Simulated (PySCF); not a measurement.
# H5SeO+, a complex of two parts: interaction energy

An exercise on one series of results from a longer session: the logs are not shown, and one member is left open.

Programs: PySCF 2.14.0. All values are calculated, for the isolated system unless a continuum is named. Atoms count from 0, parts from 1.

### The system as given

7 atoms, charge 1, multiplicity 1; geometry: GFN2-xTB. Parts: 1 = atoms 0–3, `[OH3+]`, charge 1; 2 = atoms 4–6, `[SeH2]`, charge 0. In the given geometry H3 has moved to Se4 of another part (1.49 Å), so values for the parts refer to these atom groups.

Set-up of the first run:

What the job is given:

```
{"job": {"xc": "PBE0", "basis": "def2-TZVPD", "d3": "d3bj", "grid": 3, "kind": "geom", "shake": 0.01}, "charge": 1, "multiplicity": 1, "parts": [{"atoms": "0-3", "charge": 1, "multiplicity": 1}, {"atoms": "4-6", "charge": 0, "multiplicity": 1}]}
O      0.224973    -0.104067     0.232943
H     -0.605672    -0.538553    -0.047753
H      0.060471     0.859750     0.045997
H      1.649133    -0.739791     0.054363
Se     2.995055    -1.373601     0.061129
H      2.639211    -2.352488     1.070273
H      3.504834    -0.441503     1.073825
```

Started as:

```sh
$ OMP_NUM_THREADS=1 python cluster_run.py task.json out
```

This one command runs all jobs of the session in turn.

Among the steps run: Optimising the geometry at PBE0-D3(BJ)/def2-TZVPD; Coupled-cluster interaction energy: CCSD(T) and MP2, 1.88 Å; Coupled-cluster interaction energy: CCSD(T) and MP2, 1.97 Å; Coupled-cluster interaction energy: CCSD(T) and MP2, 2.07 Å; Coupled-cluster interaction energy: CCSD(T) and MP2, 1.78 Å; Coupled-cluster interaction energy: CCSD(T) and MP2, 2.35 Å; Coupled-cluster interaction energy: CCSD(T) and MP2, 1.69 Å; Coupled-cluster interaction energy: CCSD(T) and MP2, 2.82 Å; Coupled-cluster interaction energy: CCSD(T) and MP2, 3.76 Å.

One table of the session follows, with a row left open; its other results are not shown here.

It belongs to the step «Coupled-cluster interaction energy: CCSD(T) and MP2, 3.76 Å». 

| method | interaction energy (kcal/mol) |
| --- | --- |
| HF/aug-cc-pVDZ | -6.78 |
| MP2/aug-cc-pVDZ | -7.14 |
| CCSD/aug-cc-pVDZ | -6.98 |
| CCSD(T)/aug-cc-pVDZ | -7.09 |
| HF/aug-cc-pVQZ | ? |
| MP2/aug-cc-pVQZ | -6.87 |
| SCS-MP2/aug-cc-pVQZ | -6.74 |
| MP2, extrapolated | -6.85 |
| CCSD(T), limit estimate | -6.80 |

**Question.** Estimate the row for HF/aug-cc-pVQZ.

The run gave: interaction energy (kcal/mol): -6.57. In the column «interaction energy (kcal/mol)» it is the highest.
